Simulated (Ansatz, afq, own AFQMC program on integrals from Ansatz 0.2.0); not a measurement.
Two steps: Ansatz 0.2.0 writes the Fock matrix and Cholesky factors of the valence space, and afq projects on them the lowest state that overlaps trial and start.

```yaml
crystal:
  periodic: [false, false, false]
  atoms:
    - {symbol: C, position_ang: [0.000000, 0.000000, 0.000000]}
    - {symbol: H, position_ang: [2.158975, 0.027447, -0.000461]}
    - {symbol: H, position_ang: [-1.103259, 1.855995, -0.005535]}
    - {symbol: H, position_ang: [-1.055717, -1.883442, 0.005995]}
basis:
  gaussian: {orbitals: cc-pVDZ}
total_charge: 1
magnetization: {spin_polarized: true, initial_magnetization: 0}
correlation: {method: ccsd_t, electrons: outside_noble_gas, hamiltonian_folder: ham}
```

```sh
$ ansatz run in.yaml --threads 1 --pin off --events-out ev --progress --plain --max-ram 24576MiB --backend cuda --devices 0, --max-vram 18GiB
```

afq runs on the folder ham with

```
--method phaseless --trial hf --walkers 160 --populations 1 --least-time 40 --time-step 0.0025 --steps-per-block 5 --equilibration-blocks 240 --max-blocks 1600 --target-error 0.00116 --factor-cut 1e-05 --start determinant --seed 3243 --release-times 0.5,1,2 --release-step 0.05 --release-every 80 --taylor-order 6
```

Times are imaginary, in 1/Eh. The walk had a cap of 60 s.

```
orbitals 28  electrons 3 3  factors 165 of 259
reference energy -38.78357640 Eh
CCSD correlation -0.14931564 Eh in 24 cycles, weight of the determinant in the CISD state 0.6439
energy of the start -38.783576 Eh
 block  time / (1/Eh)  mean weight  energy / Eh
     1     0.013  1.0003  -38.785731
     2     0.025  1.0003  -38.787887
     3     0.037  1.0003  -38.789873
     4     0.050  1.0002  -38.792288
     5     0.062  1.0003  -38.793914
     8     0.100  1.0000  -38.800164
    47     0.588  0.9998  -38.847544
   139     1.738  0.9996  -38.880161
   185     2.312  0.9998  -38.922246
   323     4.037  0.9994  -38.909010
   461     5.763  0.9995  -38.923124
   599     7.488  1.0000  -38.965339
   737     9.213  1.0003  -38.927142
   875    10.938  1.0001  -38.932099
  1013    12.663  0.9940  -38.919920
  1151    14.387  0.9997  -38.908185
  1289    16.113  0.9995  -38.920269
  1427    17.837  0.9997  -38.913128
  1565    19.562  1.0002  -38.931032
  1703    21.288  0.9998  -38.924193
  1795    22.438  1.0007  -38.909214
blocks merged  error / Eh  count
     1  0.000397  1600
     2  0.000550  800
     4  0.000748  400
     8  0.001002  200
    16  0.001311  100
    32  0.001558  50
    64  0.001688  25
   128  0.001918  12
released: time / (1/Eh)  energy / Eh  error  mean overlap
  0.50  -38.926801  0.003049  1.0029
  1.00  -38.931314  0.004006  1.0088
  2.00  -38.938275  0.005628  1.0184
energy -38.922180 +/- 0.001688 Eh
(rows thinned)
```

Problem. Estimate how long the walk took on 1 × NVIDIA H100 80GB HBM3 with 2 threads of AMD EPYC 7R13 Processor (Zen 3) (shared host) (the card was shared).

Solution. 47 s of wall time.

The run failed at least one of its tests; the cautions name the faults.

Against this walk (error 45.9 meV) on the same determinant: CCSD(T) 574.7 meV lower, CCSDT(Q) 877.2 meV lower, CCSDTQ 891.2 meV lower, full CI 894.1 meV lower, a separate phaseless walk with a CISD trial and standard settings 640.7 ± 46.6 meV lower. The error is statistical and leaves out the bias of the constraint. The determinant has ⟨S²⟩ = 1.33, so the low cluster orders mix in higher spin, and so can this walk. The released energies are too noisy to show the bias of the constraint. Full CI is exact here, so the walk's 894 meV above it is the walk's own error: the bias of the constraint with this trial, or a walk that hasn't relaxed. It lies above even CCSD, by 292 meV. The determinant is a poor start (see the cautions), so the low cluster orders aren't to be relied on, and full CI is the sure value.

Cautions: constraint bias not in the error; error not settled; error above the target (45.9 against 31.6 meV); an unrestricted solution with more broken spin lies lower (1.08 eV, ⟨S²⟩ 1.79); strong correlation (T1 0.125, weight of the determinant 0.64, largest double 0.18); (T) is large, 7 % of the CCSD correlation; unrestricted determinant spin contaminated (⟨S²⟩ 1.33 against 0.00); CCSD(T) is in doubt: in a space of 6 electrons in 8 natural orbitals full CI lies 275 meV below it; the sampling time fell short of the least asked.

CCSDT and higher add their correlation energy to the determinant of the CCSD(T) run, since their own runs factorise the integrals more tightly (a shift of under 2 meV).
